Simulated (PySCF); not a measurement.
## Which determinant of MgSi lies lowest?

Unrestricted PBE0; PySCF, no relativity, basis sets Mg aug-pcseg-1, Si aug-pcseg-1. Outer shells of the fragments: Mg 3s2; Si 3s2 3p2.

Followed along the bond (rough minima from three points):

```json
{"2Ms+1": "3", "unpaired": "π ↑↑", "⟨S²⟩ at the start": "2.16", "R at minimum (Å)": "2.60", "Te (eV)": "0.00"}
{"2Ms+1": "1", "unpaired": "π ↑↓", "⟨S²⟩ at the start": "1.01", "R at minimum (Å)": "2.59", "Te (eV)": "0.30"}
{"2Ms+1": "3", "unpaired": "σ ↑, π ↑", "⟨S²⟩ at the start": "2.01", "R at minimum (Å)": "2.87", "Te (eV)": "0.64"}
{"2Ms+1": "1", "unpaired": "σ ↑, π ↓", "⟨S²⟩ at the start": "1.01", "R at minimum (Å)": "2.81", "Te (eV)": "0.74"}
{"2Ms+1": "1", "unpaired": "none", "⟨S²⟩ at the start": "0.00", "R at minimum (Å)": "2.57", "Te (eV)": "1.11"}
```

Solutions found at the starting distance of 2.470 Å, counted from the lowest of them; the search is not exhaustive and high or unbound solutions are not listed, so other states can lie among these:

| 2Ms+1 | unpaired | term | E (eV) | ⟨S²⟩ | ⟨Lz²⟩ | μ (D) |
| --- | --- | --- | --- | --- | --- | --- |
| 3 | π ↑↑ | ³Σ⁻ | 0.00 | 2.16 | 0.00 | -3.64 |
| 1 | π ↑↓ | mixed | 0.30 | 1.01 | 2.02 | -3.92 |
| 3 | σ ↑, π ↑ | ³Π | 0.88 | 2.01 | 1.01 | -0.47 |
| 1 | σ ↑, π ↓ | mixed | 0.96 | 1.01 | 1.01 | -0.55 |
| 1 | none | mixed | 1.10 | 0.00 | 2.00 | -3.87 |
| 3 | σ ↑, π ↑ | ³Π | 2.25 | 2.02 | 1.04 | -4.93 |

A term symbol is given only where ⟨S²⟩ and ⟨Lz²⟩ are close to those of a pure state; real π, δ and φ orbitals otherwise mix terms. A positive dipole means Mg(−)Si(+).

Counting both spins, an empty level lies below a filled one in some of these solutions, because spin and occupation are held.
